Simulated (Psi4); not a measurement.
Reaction (SMILES): CS (CH3-SH) + [H][H] (H2) → C (CH4) + S (H2S)
B3LYP-D3(BJ)/def2-TZVP geometries, fixed; electronic energies without zero-point terms.

Basis-set convergence of the energy of full hydrogenation at HF with Psi4. Cartesian d functions, on some or all atoms, in 6-31G*, 6-31+G*, 6-31G**; all else is spherical. Density fitting with the program's default auxiliary sets. Psi4's default fitting sets serve the pcseg sets less well. No added dispersion term, no relativity. Functions are those of the species that has most. Reference: the value in def2-QZVPPD, -23.04 kcal/mol, itself unsure by roughly 0.01 kcal/mol (its mean distance from def2-QZVPP, cc-pV(Q+d)Z). Deviations are taken from unrounded values.

```json
[
 {"basis": "STO-3G", "functions": "18", "energy of full hydrogenation (kcal/mol)": "-16.58", "minus reference (kcal/mol)": "6.47"},
 {"basis": "3-21G", "functions": "30", "energy of full hydrogenation (kcal/mol)": "-21.22", "minus reference (kcal/mol)": "1.82"},
 {"basis": "pcseg-0", "functions": "30", "energy of full hydrogenation (kcal/mol)": "-25.34", "minus reference (kcal/mol)": "-2.30"},
 {"basis": "def2-SV(P)", "functions": "40", "energy of full hydrogenation (kcal/mol)": "-21.82", "minus reference (kcal/mol)": "1.22"},
 {"basis": "6-31G*", "functions": "42", "energy of full hydrogenation (kcal/mol)": "-22.19", "minus reference (kcal/mol)": "0.85"},
 {"basis": "6-31+G*", "functions": "50", "energy of full hydrogenation (kcal/mol)": "-22.39", "minus reference (kcal/mol)": "0.66"},
 {"basis": "pcseg-1", "functions": "52", "energy of full hydrogenation (kcal/mol)": "-24.72", "minus reference (kcal/mol)": "-1.68"},
 {"basis": "6-31G**", "functions": "54", "energy of full hydrogenation (kcal/mol)": "-22.81", "minus reference (kcal/mol)": "0.23"},
 {"basis": "cc-pV(D+d)Z", "functions": "57", "energy of full hydrogenation (kcal/mol)": "-24.50", "minus reference (kcal/mol)": "-1.45"},
 {"basis": "6-311G**", "functions": "68", "energy of full hydrogenation (kcal/mol)": "-23.55", "minus reference (kcal/mol)": "-0.51"},
 {"basis": "def2-SVPD", "functions": "79", "energy of full hydrogenation (kcal/mol)": "-25.31", "minus reference (kcal/mol)": "-2.27"},
 {"basis": "aug-pcseg-1", "functions": "86", "energy of full hydrogenation (kcal/mol)": "-24.05", "minus reference (kcal/mol)": "-1.00"},
 {"basis": "aug-cc-pV(D+d)Z", "functions": "91", "energy of full hydrogenation (kcal/mol)": "-24.21", "minus reference (kcal/mol)": "-1.17"},
 {"basis": "def2-TZVPD", "functions": "119", "energy of full hydrogenation (kcal/mol)": "-22.90", "minus reference (kcal/mol)": "0.14"},
 {"basis": "pcseg-2", "functions": "120", "energy of full hydrogenation (kcal/mol)": "-23.20", "minus reference (kcal/mol)": "-0.15"},
 {"basis": "aug-pcseg-2", "functions": "188", "energy of full hydrogenation (kcal/mol)": "-23.12", "minus reference (kcal/mol)": "-0.07"},
 {"basis": "def2-QZVPP", "functions": "247", "energy of full hydrogenation (kcal/mol)": "-23.03", "minus reference (kcal/mol)": "0.01"},
 {"basis": "def2-QZVPPD", "functions": "274", "energy of full hydrogenation (kcal/mol)": "-23.04", "minus reference (kcal/mol)": "0.00"}
]
```

The smallest set listed that lies within 4 kcal/mol of the reference with all its larger relatives (same family, alike in diffuse functions; a set with none counts only in the reference's own line) is 3-21G (30 functions, 1.82 kcal/mol off), level with pcseg-0. (Relatives not listed, tested too: def2-SVP -2.45, 6-311+G** -0.52, def2-TZVP 0.17, 6-311++G(2d,2p) -0.68, cc-pV(T+d)Z -0.06, def2-TZVPP -0.07, jun-cc-pV(T+d)Z -0.07, def2-TZVPPD -0.09, 6-311++G(3df,3pd) -0.14, aug-cc-pV(T+d)Z -0.03, cc-pV(Q+d)Z 0.02, def2-QZVP 0.01, pcseg-3 0.00 kcal/mol.)
